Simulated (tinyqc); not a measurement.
Worked calculation: extended Hueckel theory, for CH4+. The parameters take no account of the charge, which enters only through the electron count. One step of it, computed by the program tinyqc.

Problem. Wolfsberg-Helmholz matrix. H_ij = K' S_ij (H_ii + H_jj)/2 for i != j (the diagonal keeps H_ii), with K' = 1.5.

overlap S, lower triangle:
```
           1C 2s     1C 2px     1C 2py     1C 2pz     2H 1s     3H 1s     4H 1s     5H 1s
1C 2s   1.000000
1C 2px  0.000000   1.000000
1C 2py  0.000000   0.000000   1.000000
1C 2pz  0.000000   0.000000   0.000000   1.000000
2H 1s   0.501422   0.286885   0.286885   0.286885  1.000000
3H 1s   0.501422   0.286885  -0.286885  -0.286885  0.154713  1.000000
4H 1s   0.501422  -0.286885   0.286885  -0.286885  0.154713  0.154713  1.000000
5H 1s   0.501422  -0.286885  -0.286885   0.286885  0.154713  0.154713  0.154713  1.000000
```

diagonal H_ii (eV): 1C 2s -21.400000, 1C 2px -11.400000, 1C 2py -11.400000, 1C 2pz -11.400000, 2H 1s -13.600000, 3H 1s -13.600000, 4H 1s -13.600000, 5H 1s -13.600000

K = 1.500000

Give: H.

Solution.

H (eV), lower triangle:
```
          1C 2s   1C 2px   1C 2py   1C 2pz    2H 1s    3H 1s    4H 1s    5H 1s
1C 2s   -21.400
1C 2px    0.000  -11.400
1C 2py    0.000    0.000  -11.400
1C 2pz    0.000    0.000    0.000  -11.400
2H 1s   -13.162   -5.379   -5.379   -5.379  -13.600
3H 1s   -13.162   -5.379    5.379    5.379   -3.156  -13.600
4H 1s   -13.162    5.379   -5.379    5.379   -3.156   -3.156  -13.600
5H 1s   -13.162    5.379    5.379   -5.379   -3.156   -3.156   -3.156  -13.600
```
